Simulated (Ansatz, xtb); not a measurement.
# CH2AlSi: 4 structures ranked

4 gas-phase structures of CH2AlSi, found in a search over its isomers (lower ones may exist). Each was relaxed with GFN2-xTB:

A. `[CH2]1[Al][Si]1`, a doublet
B. `[Al][C]=[SiH2]`, a doublet
C. a doublet given by its coordinates
D. a doublet given by its coordinates

C (Å):

```xyz
5

C    -0.8429    0.8985   -0.9123
Al   -0.9377   -0.6992   -2.0494
Si   -0.9436    1.6529   -2.5612
H    -0.7587    1.3060    0.0923
H    -0.9710   -2.3303   -2.0892
```

Close contacts (Å): C1–Al2 1.96, C1–Si3 1.82, Al2–Si3 2.41, C1–H4 1.09, Al2–H5 1.63.

D (Å):

```
atom    x (Å)    y (Å)    z (Å)
   C  -1.6311  -0.6742  -1.1402
  Al  -0.4526   0.7201  -1.7189
  Si  -2.6187  -2.0389  -0.6241
   H   1.1099   0.6872  -1.6441
   H  -0.9152   2.0807  -2.3375
```

Close contacts (Å): C1–Al2 1.92, C1–Si3 1.76, Al2–H4 1.56, Al2–H5 1.56.

Question: Estimate their order in r2SCAN-D4/def2-SVP energy at these geometries, lowest first.

Answer: Calculated order at r2SCAN-D4/def2-SVP: C (0.0), A (14.4), D (28.4), B (29.2) kcal/mol. Less than 1 kcal/mol parts D and B, so the order within that pair means little.

Energies above the lowest of each column, in kcal/mol:

```json
{"structure": "C", "GFN2-xTB": "0.0", "HF/STO-3G": "24.5", "r2SCAN-D4/def2-SVP": "0.0"}
{"structure": "A", "GFN2-xTB": "11.3", "HF/STO-3G": "10.5", "r2SCAN-D4/def2-SVP": "14.4"}
{"structure": "D", "GFN2-xTB": "3.7", "HF/STO-3G": "0.0", "r2SCAN-D4/def2-SVP": "28.4"}
{"structure": "B", "GFN2-xTB": "20.9", "HF/STO-3G": "19.6", "r2SCAN-D4/def2-SVP": "29.2"}
```

r2SCAN-D4/def2-SVP puts C lowest; HF/STO-3G picks D. Some further structures that were screened fall inside this span and aren't listed. Frequencies (B3LYP-D3(BJ)/def2-SVP) were run for C alone. Open shells are spin-unrestricted, some with notable spin contamination.

Over these structures GFN2-xTB departs from r2SCAN-D4/def2-SVP by 7.9 kcal/mol on average once a common shift is removed. A GFN2-xTB relaxation took about 0.05 s and the r2SCAN-D4/def2-SVP energy about 3.8 s on a shared host (Ansatz 0.2.0, xtb 6.7.1).
